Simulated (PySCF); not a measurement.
All values below come from PBE-D3(BJ)/def2-TZVP // PBE0-D3(BJ)/def2-TZVP run with PySCF. All species are isolated molecules in the gas phase. Delta-SCF ions had no search for a lower state. Excitations are Tamm–Dancoff values on a coarser integration grid. The basis has no diffuse functions, so Rydberg states are missing or too high.

Reference species (SMILES): `[I][Al]([I])[I]` (neutral, multiplicity 1).

| Item | Value |
|---|---|
| T1 excitation (TDA) | 3.84 eV |
| vertical ionisation energy (Delta-SCF) | 8.94 eV |

Changed species: `[Al]([Cl])([Cl])[Cl]` (0 of 3 Cl replaced by I; the reference has 3 of 3 Cl replaced by I).

Problem. Predict the effect on the T1 excitation (TDA) and vertical ionisation energy (Delta-SCF).

Solution. the T1 excitation (TDA) rises by 1.88 eV, to 5.72 eV; the vertical ionisation energy (Delta-SCF) rises by 1.91 eV, to 10.85 eV.
